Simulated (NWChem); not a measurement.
System: C4H8 cation, doublet; SMILES of the neutral closed-shell parent C=C(C)C

Here is an NWChem input.

```
start job
memory heap 200 mb stack 900 mb global 1100 mb
charge 1
geometry units angstroms noautoz
  C     -0.671514     1.265385     0.043954
  C      0.063765     0.000086     0.001518
  C     -0.655666    -1.273849    -0.046123
  C      1.486988     0.009532     0.005560
  H     -1.672337     1.160944     0.488258
  H     -0.850332     1.545632    -1.020999
  H     -0.106043     2.094553     0.491455
  H     -0.871502    -1.538435     1.015910
  H     -0.069353    -2.103659    -0.463705
  H     -1.642793    -1.184214    -0.524168
  H      2.054728    -0.926980     0.017865
  H      2.042447     0.953453    -0.003494
end
basis spherical
  * library sto-3g
end
dft
  odft
  mult 2
  xc xtpss03 ctpss03
  iterations 150
  mulliken
end
task dft energy
```

NWChem printed, in part:

```
             Northwest Computational Chemistry Package (NWChem) 7.3.0
             --------------------------------------------------------

 C1  symmetry detected

                             Geometry "geometry" -> ""
                             -------------------------

 Output coordinates in angstroms (scale by  1.889725989 to convert to a.u.)

  No.       Tag          Charge          X              Y              Z
 ---- ---------------- ---------- -------------- -------------- --------------
    1 C                    6.0000    -0.67746568     1.26640124     0.01196470
    2 C                    6.0000     0.05669585    -0.00020474     0.00040098
    3 C                    6.0000    -0.66386794    -1.27433104    -0.01188697
    4 C                    6.0000     1.47993153     0.00812200     0.00003355
    5 H                    1.0000    -1.67705699     1.17444419     0.46176662
    6 H                    1.0000    -0.85920058     1.51892754    -1.05940920
    7 H                    1.0000    -0.11003106     2.10647431     0.43602763
    8 H                    1.0000    -0.87678157    -1.51093913     1.05731340
    9 H                    1.0000    -0.07943628    -2.11525399    -0.40939236
   10 H                    1.0000    -1.65232836    -1.19634892    -0.48921909
   11 H                    1.0000     2.04697309    -0.92823729     0.03510485
   12 H                    1.0000     2.03609913     0.95100859    -0.03526547

 Effective nuclear repulsion energy (a.u.)     119.2185008343

                                 NWChem DFT Module
                                 -----------------

 Summary of "ao basis" -> "ao basis" (spherical)
 ------------------------------------------------------------------------------
       Tag                 Description            Shells   Functions and Types
 ---------------- ------------------------------  ------  ---------------------
 C                           sto-3g                  3        5   2s1p
 H                           sto-3g                  1        1   1s

            General Information
            -------------------
          SCF calculation type: DFT
          Wavefunction type:  spin polarized.
          No. of atoms     :    12
          No. of electrons :    31
           Alpha electrons :    16
            Beta electrons :    15
          Charge           :     1
          Spin multiplicity:     2
          Use of symmetry is: off; symmetry adaption is: off
          Maximum number of iterations: 150
          AO basis - number of functions:    28
                     number of shells:    20
          Convergence on energy requested:  1.00D-06
          Convergence on density requested:  1.00D-05
          Convergence on gradient requested:  5.00D-04

              XC Information
              --------------
                  TPSS metaGGA Exchange Functional  1.000
             TPSS03 metaGGA Correlation Functional  1.000

             Grid Information
             ----------------
          Grid used for XC integration:  medium
          Radial quadrature: Mura-Knowles
          Angular quadrature: Lebedev.
          Tag              B.-S. Rad. Rad. Pts. Rad. Cut. Ang. Pts.
          ---              ---------- --------- --------- ---------
          C                   0.70       49           9.0       434
          H                   0.35       45          11.0       434
          Grid pruning is: on
          Number of quadrature shells:   556
          Spatial weights used:  Erf1

      Superposition of Atomic Density Guess
      -------------------------------------

 Sum of atomic energies:        -152.44562810

 Renormalizing density from      32.00 to     31

      Non-variational initial energy
      ------------------------------

 Total energy =    -150.053682
 1-e energy   =    -430.006811
 2-e energy   =     160.734628
 HOMO         =      -0.386527
 LUMO         =      -0.108090

     ---------------------------------------------
      Total Density - Mulliken Population Analysis
     ---------------------------------------------

    Atom       Charge   Shell Charges
 -----------   ------   -------------------------------------------------------
    1 C    6     6.37   1.99  1.34  3.03
    2 C    6     5.80   1.99  1.28  2.52
    3 C    6     6.37   1.99  1.34  3.03
    4 C    6     5.85   1.99  1.36  2.50
    5 H    1     0.83   0.83
    6 H    1     0.81   0.81
    7 H    1     0.83   0.83
    8 H    1     0.81   0.81
    9 H    1     0.83   0.83
   10 H    1     0.83   0.83
   11 H    1     0.83   0.83
   12 H    1     0.83   0.83

     --------------------------------------------
      Spin Density - Mulliken Population Analysis
     --------------------------------------------

    Atom       Charge   Shell Charges
 -----------   ------   -------------------------------------------------------
    1 C    6     0.02   0.00  0.00  0.02
    2 C    6     0.34   0.00  0.00  0.34
    3 C    6     0.02   0.00  0.00  0.02
    4 C    6     0.50   0.00  0.00  0.50
    5 H    1     0.01   0.01
    6 H    1     0.04   0.04
    7 H    1     0.01   0.01
    8 H    1     0.04   0.04
    9 H    1     0.01   0.01
   10 H    1     0.01   0.01
   11 H    1     0.00   0.00
   12 H    1     0.00   0.00

   convergence    iter        energy       DeltaE   RMS-Dens  Diis-err
 ---------------- ----- ----------------- --------- --------- ---------
 d= 0,ls=0.0,diis     1   -155.0762741598 -2.74D+02  1.64D-02  4.98D-02
                                                     1.16D-02  4.35D-02
 d= 0,ls=0.0,diis     2   -155.0818191347 -5.54D-03  1.10D-02  2.81D-02
                                                     7.49D-03  2.90D-02
 d= 0,ls=0.0,diis     3   -155.0991585816 -1.73D-02  4.59D-03  6.90D-03
                                                     1.77D-03  4.21D-03
 d= 0,ls=0.0,diis     4   -155.1031588577 -4.00D-03  7.77D-04  4.99D-04
                                                     7.04D-04  5.73D-04
 d= 0,ls=0.0,diis     5   -155.1034885463 -3.30D-04  1.59D-04  2.63D-06
                                                     1.96D-04  1.14D-05
  Resetting Diis
 d= 0,ls=0.0,diis     6   -155.1034961052 -7.56D-06  7.85D-05  2.56D-06
                                                     8.25D-05  3.18D-06
 d= 0,ls=0.0,diis     7   -155.1034984534 -2.35D-06  4.26D-05  1.36D-07
                                                     3.93D-05  3.05D-07
 d= 0,ls=0.0,diis     8   -155.1034984917 -3.83D-08  2.84D-05  2.85D-07
                                                     1.69D-05  1.60D-07
 d= 0,ls=0.0,diis     9   -155.1034986833 -1.92D-07  5.83D-06  6.56D-09
                                                     6.18D-06  1.94D-08

         Total DFT energy =     -155.103498683253
      One electron energy =     -435.335260038544
           Coulomb energy =      185.287272193438
    Exchange-Corr. energy =      -24.274011672404
 Nuclear repulsion energy =      119.218500834257

 Numeric. integr. density =       30.999998397460

                    DFT Final Alpha Molecular Orbital Analysis
                    ------------------------------------------

 Vector   14  Occ=1.000000D+00  E=-5.477586D-01
              MO Center= -4.4D-01, -6.2D-03,  1.8D-03, r^2= 3.2D+00
   Bfn.  Coefficient  Atom+Function         Bfn.  Coefficient  Atom+Function
  ----- ------------  ---------------      ----- ------------  ---------------
     3      0.379613   1 C  px               13      0.379866   3 C  px
    18      0.314835   4 C  px                8     -0.294651   2 C  px
    21     -0.274895   5 H  s                26     -0.269978  10 H  s
    25      0.208916   9 H  s                23      0.205496   7 H  s
    17     -0.126056   4 C  s                28      0.102486  12 H  s

 Vector   15  Occ=1.000000D+00  E=-5.376123D-01
              MO Center= -4.5D-01, -6.5D-03,  1.3D-03, r^2= 3.2D+00
   Bfn.  Coefficient  Atom+Function         Bfn.  Coefficient  Atom+Function
  ----- ------------  ---------------      ----- ------------  ---------------
     4      0.402656   1 C  py               14      0.401551   3 C  py
     9     -0.329223   2 C  py               25     -0.326425   9 H  s
    23      0.323111   7 H  s                21     -0.162631   5 H  s
    26      0.158170  10 H  s                13     -0.157148   3 C  px
     3      0.154897   1 C  px               27     -0.064759  11 H  s

 Vector   16  Occ=1.000000D+00  E=-4.721961D-01
              MO Center=  6.5D-01,  5.8D-03, -4.5D-04, r^2= 2.4D+00
   Bfn.  Coefficient  Atom+Function         Bfn.  Coefficient  Atom+Function
  ----- ------------  ---------------      ----- ------------  ---------------
    20      0.721262   4 C  pz               10      0.407370   2 C  pz
    22      0.222961   6 H  s                24     -0.222655   8 H  s
     5     -0.204383   1 C  pz               15     -0.203377   3 C  pz
    26      0.108886  10 H  s                21     -0.103057   5 H  s
    23     -0.085085   7 H  s                25      0.079218   9 H  s

 Vector   17  Occ=0.000000D+00  E=-2.721512D-01
              MO Center=  4.6D-01,  3.4D-03, -1.0D-04, r^2= 1.8D+00
   Bfn.  Coefficient  Atom+Function         Bfn.  Coefficient  Atom+Function
  ----- ------------  ---------------      ----- ------------  ---------------
    10      0.834336   2 C  pz               20     -0.687117   4 C  pz
    22      0.228171   6 H  s                24     -0.227791   8 H  s
    26      0.121820  10 H  s                21     -0.115591   5 H  s
    23     -0.098234   7 H  s                25      0.091929   9 H  s
    15     -0.053223   3 C  pz                5     -0.052187   1 C  pz

 Vector   18  Occ=0.000000D+00  E= 8.477200D-02
              MO Center=  7.5D-01, -7.3D-03,  1.3D-02, r^2= 2.8D+00
   Bfn.  Coefficient  Atom+Function         Bfn.  Coefficient  Atom+Function
  ----- ------------  ---------------      ----- ------------  ---------------
    17      1.246955   4 C  s                 8     -0.642394   2 C  px
    27     -0.606845  11 H  s                 7     -0.572148   2 C  s
    28     -0.507740  12 H  s                21     -0.355428   5 H  s
    26     -0.308509  10 H  s                23      0.295965   7 H  s
    18     -0.279437   4 C  px               25      0.265179   9 H  s

 Vector   19  Occ=0.000000D+00  E= 8.651715D-02
              MO Center=  4.7D-01,  1.6D-02, -1.3D-02, r^2= 3.0D+00
   Bfn.  Coefficient  Atom+Function         Bfn.  Coefficient  Atom+Function
  ----- ------------  ---------------      ----- ------------  ---------------
     9      0.664172   2 C  py               28     -0.621908  12 H  s
    19      0.617500   4 C  py               14      0.548946   3 C  py
     4      0.527818   1 C  py               27      0.523482  11 H  s
    12      0.341982   3 C  s                 2     -0.332209   1 C  s
    26     -0.268851  10 H  s                25      0.222290   9 H  s

                     DFT Final Beta Molecular Orbital Analysis
                     -----------------------------------------

 Vector   13  Occ=1.000000D+00  E=-5.523698D-01
              MO Center= -8.3D-01, -3.7D-03, -5.4D-03, r^2= 3.1D+00
   Bfn.  Coefficient  Atom+Function         Bfn.  Coefficient  Atom+Function
  ----- ------------  ---------------      ----- ------------  ---------------
     5      0.421985   1 C  pz               15     -0.423515   3 C  pz
    22     -0.326252   6 H  s                24     -0.323858   8 H  s
    26      0.227903  10 H  s                21      0.217446   5 H  s
    23      0.114064   7 H  s                25      0.103375   9 H  s
    13     -0.088479   3 C  px                3     -0.085161   1 C  px

 Vector   14  Occ=1.000000D+00  E=-5.425976D-01
              MO Center= -3.9D-01, -9.3D-03,  2.9D-03, r^2= 3.2D+00
   Bfn.  Coefficient  Atom+Function         Bfn.  Coefficient  Atom+Function
  ----- ------------  ---------------      ----- ------------  ---------------
    13      0.371406   3 C  px                3      0.369442   1 C  px
     8     -0.316578   2 C  px               18      0.310367   4 C  px
    21     -0.249865   5 H  s                26     -0.245264  10 H  s
    25      0.215225   9 H  s                23      0.212135   7 H  s
    24     -0.128476   8 H  s                17     -0.122953   4 C  s

 Vector   15  Occ=1.000000D+00  E=-5.362785D-01
              MO Center= -4.5D-01, -4.3D-03,  1.2D-03, r^2= 3.2D+00
   Bfn.  Coefficient  Atom+Function         Bfn.  Coefficient  Atom+Function
  ----- ------------  ---------------      ----- ------------  ---------------
     4      0.406889   1 C  py               14      0.405376   3 C  py
     9     -0.329565   2 C  py               25     -0.322105   9 H  s
    23      0.318819   7 H  s                21     -0.161755   5 H  s
    26      0.156652  10 H  s                13     -0.151898   3 C  px
     3      0.150341   1 C  px               28      0.067862  12 H  s

 Vector   16  Occ=0.000000D+00  E=-4.040483D-01
              MO Center=  5.0D-01,  4.3D-03, -2.7D-04, r^2= 2.1D+00
   Bfn.  Coefficient  Atom+Function         Bfn.  Coefficient  Atom+Function
  ----- ------------  ---------------      ----- ------------  ---------------
    20      0.609801   4 C  pz               10      0.592378   2 C  pz
    22      0.226615   6 H  s                24     -0.226536   8 H  s
     5     -0.169289   1 C  pz               15     -0.168470   3 C  pz
    26      0.114199  10 H  s                21     -0.108177   5 H  s
    23     -0.089354   7 H  s                25      0.083461   9 H  s

 Vector   17  Occ=0.000000D+00  E=-2.010912D-01
              MO Center=  7.3D-01,  5.0D-03, -1.0D-04, r^2= 1.7D+00
   Bfn.  Coefficient  Atom+Function         Bfn.  Coefficient  Atom+Function
  ----- ------------  ---------------      ----- ------------  ---------------
    20     -0.803579   4 C  pz               10      0.734873   2 C  pz
    22      0.206370   6 H  s                24     -0.205696   8 H  s
    26      0.111918  10 H  s                21     -0.106330   5 H  s
    23     -0.093240   7 H  s                25      0.087215   9 H  s
     9     -0.036494   2 C  py               19     -0.029726   4 C  py

 Vector   18  Occ=0.000000D+00  E= 9.923894D-02
              MO Center=  3.0D-01,  4.1D-03,  2.3D-03, r^2= 3.0D+00
   Bfn.  Coefficient  Atom+Function         Bfn.  Coefficient  Atom+Function
  ----- ------------  ---------------      ----- ------------  ---------------
     9      0.702993   2 C  py                4      0.573059   1 C  py
    14      0.572578   3 C  py               19      0.560067   4 C  py
    27      0.524766  11 H  s                28     -0.514278  12 H  s
    12      0.344840   3 C  s                 2     -0.340772   1 C  s
    21      0.277932   5 H  s                26     -0.258663  10 H  s

     ---------------------------------------------
      Total Density - Mulliken Population Analysis
     ---------------------------------------------

    Atom       Charge   Shell Charges
 -----------   ------   -------------------------------------------------------
    1 C    6     6.22   1.99  1.21  3.02
    2 C    6     5.84   1.99  1.22  2.63
    3 C    6     6.22   1.99  1.21  3.02
    4 C    6     5.99   1.99  1.27  2.73
    5 H    1     0.85   0.85
    6 H    1     0.83   0.83
    7 H    1     0.86   0.86
    8 H    1     0.83   0.83
    9 H    1     0.86   0.86
   10 H    1     0.85   0.85
   11 H    1     0.83   0.83
   12 H    1     0.83   0.83

     --------------------------------------------
      Spin Density - Mulliken Population Analysis
     --------------------------------------------

[...]
```

Level: TPSS/STO-3G, spin-unrestricted. Geometry: optimised at PBE0/def2-SVP, spin-unrestricted. No frequency run checked for a minimum. This spin state was assumed; another may lie lower. No stability test was run on the SCF state.
